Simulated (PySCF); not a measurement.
**Mayer bond orders and bond lengths**

C3H7Cl.
Numbering: `[CH3:1][CH2:2][CH2:3][Cl:4]` (hydrogens: H5, H6, H7 on C1; H8, H9 on C2; H10, H11 on C3)

Cartesian coordinates in Å at the GFN2-xTB level; atoms count from 1:
```
atom  x, y, z in Å
C1    -1.2738   -0.0336    0.4070
C2    -0.0175   -0.5058   -0.3165
C3     1.1287    0.4652   -0.0896
Cl4    2.6007   -0.0856   -0.9358
H5    -1.0948    0.0397    1.4773
H6    -2.0874   -0.7347    0.2417
H7    -1.5815    0.9434    0.0416
H8     0.2693   -1.4941    0.0471
H9    -0.2149   -0.5865   -1.3868
H10    1.3829    0.5390    0.9680
H11    0.8936    1.4558   -0.4799
```

Bond orders from the PBE0/pcSseg-1 density (PySCF). Geometry: GFN2-xTB, one conformer, isolated molecule.

(1) How far do the computed orders between heavy atoms stray from the drawn ones?

(2) Set the Mayer orders of the bonds between heavy atoms beside their lengths.

Results:

(1) The largest departure is 0.051, at C1–C2 (drawn single, 1.051).

(2) 
```csv
bond,drawn as,length (Å),Mayer order
C1–C2,single,1.525,1.051
C2–C3,single,1.519,1.012
C3–Cl4,single,1.785,0.984
```

Bonds between the same two heavy elements. C–C: lowest C2–C3 (1.012, 1.519 Å), highest C1–C2 (1.051, 1.525 Å); in 1 of the 1 pairs the longer bond (by over 0.003 Å) has the higher order (by 0.02 or more).

And the bonds to hydrogen?

C–H: 0.94 to 0.97 (7 bonds).

Sum the orders of all bonds at each heavy atom with more than one neighbour and set the sums beside the valence in the SMILES.

C1 3.950 (drawn 4), C2 3.959 (drawn 4), C3 3.876 (drawn 4). Orders between atoms that aren't bonded are not in these sums.

Mayer orders depend on the basis set.

These values come from a run that also computed NMR shieldings. The run took about 9 s of CPU time (one thread, shared machine).
